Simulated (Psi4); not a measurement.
Psi4 input (wB97X-D/6-311+G**):

```
memory 1500 MB

molecule {
0 1
C    -0.00022290    0.00111095    2.05650231
C    -0.00006510    0.00032447    0.60063127
C     0.00006510   -0.00032447   -0.60063127
C     0.00022290   -0.00111095   -2.05650231
H    -0.00898307    1.02015988    2.44984108
H    -0.87824496   -0.51564395    2.45057652
H     0.88643126   -0.50054473    2.45075963
H    -0.00845189    1.01751241   -2.45094375
H     0.88696243   -0.50319220   -2.45002519
H    -0.87771378   -0.51829141   -2.45020830
symmetry c1
no_reorient
no_com
}

set {
  basis 6-311+G**
  reference rks
  scf_type df
  df_basis_scf def2-universal-jkfit
  dft_radial_points 99
  dft_spherical_points 590
  e_convergence 1e-8
  d_convergence 1e-7
  maxiter 150
}

e = energy('wb97x-d')
print_out(f'\nFINAL {e:.10f} DIPOLE {variable("CURRENT DIPOLE")[0]:.6f} {variable("CURRENT DIPOLE")[1]:.6f} {variable("CURRENT DIPOLE")[2]:.6f}\n')
```

### Question
What final total energy does it give?

### Answer
-155.96278 Eh.
